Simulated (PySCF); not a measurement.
Molecule: `InChI=1S/C5H9N/c1-5(2,3)6-4/h1-3H3`.

Mapped SMILES: `[C-:1]#[N+:2][C:3]([CH3:4])([CH3:5])[CH3:6]`; H(Xn) means a hydrogen on atom n.

Geometry PBE0-D3(BJ)/def2-SVP throughout; GIAO in PySCF 2.14, gas phase, one conformer, non-relativistic; equivalent atoms averaged; functional PBE0.

(1) How do the absolute shieldings σ depend on the basis set? (ppm; last column core-seconds on shared hosts with different chips, so compare them loosely)

(2) Which nucleus moves most, in ppm?

(3) Taking the largest basis, cc-pVTZ (306 functions), as the yardstick, rank the others by their worst heavy-atom deviation.

Answers

(1) 
```tsv
basis set	functions	C1	C3	C4/C5/C6	N2	H(C4)/H(C5)/H(C6)	core-s
STO-3G	39	73.3	185.2	208.2	189.5	31.17	1.9
6-31G	72	37.6	149.0	167.2	73.7	30.89	3.7
pcSseg-0	72	11.4	142.6	158.0	52.7	31.07	5.7
6-31G*	102	33.2	145.8	163.6	81.4	30.56	5.5
def2-SVP	129	27.1	145.6	162.6	74.9	30.01	6.8
cc-pVDZ	129	28.5	144.2	164.5	75.0	29.92	15
pcSseg-1	147	6.0	134.2	151.3	48.6	29.87	23
6-311+G(2d,p)	216	15.6	134.8	154.9	50.9	30.20	15
aug-cc-pVDZ	219	30.3	143.8	163.9	70.5	29.99	32
def2-TZVP	240	12.5	134.1	154.1	50.6	30.17	18
IGLO-III	300	7.2	130.1	150.7	44.7	30.05	47
cc-pVTZ	306	14.2	135.1	155.0	53.2	29.97	60
```

(2) N2 (isocyanide nitrogen): from 44.7 ppm with IGLO-III to 189.5 ppm with STO-3G. The smallest spread is 1.30 ppm, at H(C4)/H(C5)/H(C6). Proton shifts span only some 12 ppm, so a few tenths of a ppm matter as much there as several ppm in carbon.

(3) 6-311+G(2d,p) 2.3 ppm (216 functions), def2-TZVP 2.6 ppm (240 functions), pcSseg-0 7.6 ppm (72 functions), pcSseg-1 8.2 ppm (147 functions), IGLO-III 8.6 ppm (300 functions), aug-cc-pVDZ 17.3 ppm (219 functions), def2-SVP 21.7 ppm (129 functions), cc-pVDZ 21.8 ppm (129 functions), 6-31G 23.4 ppm (72 functions), 6-31G* 28.2 ppm (102 functions), STO-3G 136.3 ppm (39 functions).

A small basis that lands close on one nucleus may do so by chance; judge by the trend and by all nuclei.
